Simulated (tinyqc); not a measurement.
UHF in the sto-6g basis, for BH, spin multiplicity 3, step by step. One step of it, computed by the program tinyqc.

Task: Iteration 1: building the Fock matrix. J_ij = sum D_kl (ij|kl) with D = D(alpha) + D(beta), K_ij = sum D_kl (ik|jl) for each spin; F = H + J - K(s); E = tr D H + tr D J / 2 - 0.5 sum_s tr D(s) K(s) + E_nn.

D(alpha) at the start, order 1B 1s, 1B 2s, 1B 2px, 1B 2py, 1B 2pz, 2H 1s:
$$\begin{pmatrix}
1.077417 & -0.294043 & 0.000000 & 0.000000 & -0.010338 & 0.023414 \\
-0.294043 & 1.114446 & 0.000000 & 0.000000 & 0.044301 & -0.077132 \\
0.000000 & 0.000000 & 0.635963 & 0.481159 & 0.000000 & 0.000000 \\
0.000000 & 0.000000 & 0.481159 & 0.364037 & 0.000000 & 0.000000 \\
-0.010338 & 0.044301 & 0.000000 & 0.000000 & 1.050315 & -0.089633 \\
0.023414 & -0.077132 & 0.000000 & 0.000000 & -0.089633 & 0.012495
\end{pmatrix}$$

D(beta) at the start, order 1B 1s, 1B 2s, 1B 2px, 1B 2py, 1B 2pz, 2H 1s:
$$\begin{pmatrix}
1.064336 & -0.240168 & 0.000000 & 0.000000 & -0.112994 & 0.028341 \\
-0.240168 & 0.892541 & 0.000000 & 0.000000 & 0.467129 & -0.097426 \\
0.000000 & 0.000000 & 0.000000 & 0.000000 & 0.000000 & 0.000000 \\
0.000000 & 0.000000 & 0.000000 & 0.000000 & 0.000000 & 0.000000 \\
-0.112994 & 0.467129 & 0.000000 & 0.000000 & 0.244642 & -0.050963 \\
0.028341 & -0.097426 & 0.000000 & 0.000000 & -0.050963 & 0.010639
\end{pmatrix}$$

core Hamiltonian H = T + V (hartree), order 1B 1s, 1B 2s, 1B 2px, 1B 2py, 1B 2pz, 2H 1s:
$$\begin{pmatrix}
-12.766950 & -3.163489 & 0.000000 & 0.000000 & -0.010273 & -0.299030 \\
-3.163489 & -3.696265 & 0.000000 & 0.000000 & -0.096765 & -0.870260 \\
0.000000 & 0.000000 & -2.925215 & 0.000000 & 0.000000 & 0.000000 \\
0.000000 & 0.000000 & 0.000000 & -2.925215 & 0.000000 & 0.000000 \\
-0.010273 & -0.096765 & 0.000000 & 0.000000 & -2.986264 & -0.908298 \\
-0.299030 & -0.870260 & 0.000000 & 0.000000 & -0.908298 & -2.079834
\end{pmatrix}$$

Two-electron integrals (ij|kl) in chemists' order, unique and non-zero (hartree):
```
(11|11) 2.924993   (21|11) 0.480756   (21|21) 0.099484   (22|11) 0.743449
(22|21) 0.188967   (22|22) 0.544922   (31|31) 0.021096   (32|31) 0.030854
(32|32) 0.120443   (33|11) 0.743450   (33|21) 0.188967   (33|22) 0.544922
(33|33) 0.587109   (41|41) 0.021096   (42|41) 0.030854   (42|42) 0.120443
(43|43) 0.031641   (44|11) 0.743450   (44|21) 0.188967   (44|22) 0.544922
(44|33) 0.523827   (44|44) 0.587109   (51|51) 0.021096   (52|51) 0.030854
(52|52) 0.120443   (53|53) 0.031641   (54|54) 0.031641   (55|11) 0.743450
(55|21) 0.188967   (55|22) 0.544922   (55|33) 0.523827   (55|44) 0.523827
(55|55) 0.587109   (61|11) 0.046255   (61|21) 0.009293   (61|22) 0.017574
(61|33) 0.017480   (61|44) 0.017480   (61|51) 0.000734   (61|52) 0.001420
(61|55) 0.017761   (61|61) 0.000901   (62|11) 0.139767   (62|21) 0.036314
(62|22) 0.118943   (62|33) 0.115348   (62|44) 0.115348   (62|51) 0.004189
(62|52) 0.026871   (62|55) 0.126132   (62|61) 0.003627   (62|62) 0.040276
(63|31) 0.003340   (63|32) 0.016197   (63|53) 0.004714   (63|63) 0.003766
(64|41) 0.003340   (64|42) 0.016197   (64|54) 0.004714   (64|64) 0.003766
(65|11) 0.144388   (65|21) 0.037959   (65|22) 0.130400   (65|33) 0.123851
(65|44) 0.123851   (65|51) 0.006970   (65|52) 0.042381   (65|55) 0.143496
(65|61) 0.003943   (65|62) 0.051242   (65|65) 0.067667   (66|11) 0.321672
(66|21) 0.085128   (66|22) 0.315047   (66|33) 0.298794   (66|44) 0.298794
(66|51) 0.010011   (66|52) 0.088210   (66|55) 0.347552   (66|61) 0.008594
(66|62) 0.147625   (66|65) 0.202072   (66|66) 0.774999
```

nuclear repulsion = 1.61236201 hartree

Give: Coulomb J; exchange K(alpha); exchange K(beta); F(alpha); F(beta); total energy of this density.

Result:

Coulomb J (hartree), order 1B 1s, 1B 2s, 1B 2px, 1B 2py, 1B 2pz, 2H 1s:
$$\begin{pmatrix}
8.8721 & 1.7159 & 0.0000 & 0.0000 & 0.0232 & 0.1641 \\
1.7159 & 3.6655 & 0.0000 & 0.0000 & 0.0965 & 0.7797 \\
0.0000 & 0.0000 & 3.6601 & 0.0304 & 0.0000 & 0.0000 \\
0.0000 & 0.0000 & 0.0304 & 3.6429 & 0.0000 & 0.0000 \\
0.0232 & 0.0965 & 0.0000 & 0.0000 & 3.6936 & 0.8499 \\
0.1641 & 0.7797 & 0.0000 & 0.0000 & 0.8499 & 1.9774
\end{pmatrix}$$

exchange K(alpha) (hartree), order 1B 1s, 1B 2s, 1B 2px, 1B 2py, 1B 2pz, 2H 1s:
$$\begin{pmatrix}
3.0234 & 0.5428 & 0.0000 & 0.0000 & 0.0000 & 0.0571 \\
0.5428 & 0.8293 & 0.0000 & 0.0000 & 0.0016 & 0.1580 \\
0.0000 & 0.0000 & 0.5538 & 0.2673 & 0.0000 & 0.0000 \\
0.0000 & 0.0000 & 0.2673 & 0.4028 & 0.0000 & 0.0000 \\
0.0000 & 0.0016 & 0.0000 & 0.0000 & 0.7560 & 0.1466 \\
0.0571 & 0.1580 & 0.0000 & 0.0000 & 0.1466 & 0.0741
\end{pmatrix}$$

exchange K(beta) (hartree), order 1B 1s, 1B 2s, 1B 2px, 1B 2py, 1B 2pz, 2H 1s:
$$\begin{pmatrix}
2.9770 & 0.4842 & 0.0000 & 0.0000 & 0.0154 & 0.0507 \\
0.4842 & 0.5075 & 0.0000 & 0.0000 & 0.2638 & 0.1449 \\
0.0000 & 0.0000 & 0.1195 & 0.0000 & 0.0000 & 0.0000 \\
0.0000 & 0.0000 & 0.0000 & 0.1195 & 0.0000 & 0.0000 \\
0.0154 & 0.2638 & 0.0000 & 0.0000 & 0.2370 & 0.1022 \\
0.0507 & 0.1449 & 0.0000 & 0.0000 & 0.1022 & 0.0581
\end{pmatrix}$$

F(alpha) (hartree), order 1B 1s, 1B 2s, 1B 2px, 1B 2py, 1B 2pz, 2H 1s:
$$\begin{pmatrix}
-6.9183 & -1.9905 & 0.0000 & 0.0000 & 0.0129 & -0.1920 \\
-1.9905 & -0.8601 & 0.0000 & 0.0000 & -0.0019 & -0.2485 \\
0.0000 & 0.0000 & 0.1811 & -0.2368 & 0.0000 & 0.0000 \\
0.0000 & 0.0000 & -0.2368 & 0.3149 & 0.0000 & 0.0000 \\
0.0129 & -0.0019 & 0.0000 & 0.0000 & -0.0486 & -0.2050 \\
-0.1920 & -0.2485 & 0.0000 & 0.0000 & -0.2050 & -0.1766
\end{pmatrix}$$

F(beta) (hartree), order 1B 1s, 1B 2s, 1B 2px, 1B 2py, 1B 2pz, 2H 1s:
$$\begin{pmatrix}
-6.8718 & -1.9318 & 0.0000 & 0.0000 & -0.0024 & -0.1857 \\
-1.9318 & -0.5383 & 0.0000 & 0.0000 & -0.2641 & -0.2354 \\
0.0000 & 0.0000 & 0.6154 & 0.0304 & 0.0000 & 0.0000 \\
0.0000 & 0.0000 & 0.0304 & 0.5982 & 0.0000 & 0.0000 \\
-0.0024 & -0.2641 & 0.0000 & 0.0000 & 0.4704 & -0.1607 \\
-0.1857 & -0.2354 & 0.0000 & 0.0000 & -0.1607 & -0.1605
\end{pmatrix}$$

total energy of this density = -24.370526 hartree

This density is the starting one.
